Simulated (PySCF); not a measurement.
**How methods differ on the electron affinity of Li**

Li⁻ [He] 2s2 (1S) → Li [He] 2s1 (2S), as a difference of total energies. Calculation: PySCF 2.14, in aug-cc-pVDZ; the non-relativistic Hamiltonian (point nucleus). Correlated levels: valence: 1s2 frozen. The calculations carry no spin-orbit coupling.

| method | electron affinity (eV) | error (eV) |
| --- | --- | --- |
| UHF | -0.137 | -0.755 |
| LDA | 0.587 | -0.031 |
| PBE | 0.512 | -0.106 |
| PBE0 | 0.491 | -0.127 |
| r2SCAN | 0.440 | -0.178 |
| BP86 | 0.635 | +0.017 |
| B2PLYP | 0.457 | -0.161 |
| wB97M-V | 0.479 | -0.139 |
| MN15 | 0.836 | +0.218 |
| MP2 (valence) | 0.299 | -0.319 |
| SCS-MP2 (valence) | 0.387 | -0.231 |

Reference: 0.618 eV (measured; photodetachment measurements, as compiled on the Wikipedia data page of electron affinities).

Errors of the correlated levels include the incompleteness of this basis and the frozen core.

A negative affinity means that the anion lies above the atom at that level of theory.

In the anion the highest occupied orbital energy is positive at LDA, PBE, PBE0, r2SCAN, BP86, B2PLYP, MN15, a self-interaction effect; the basis confines that electron, and the energy difference can still be sensible.
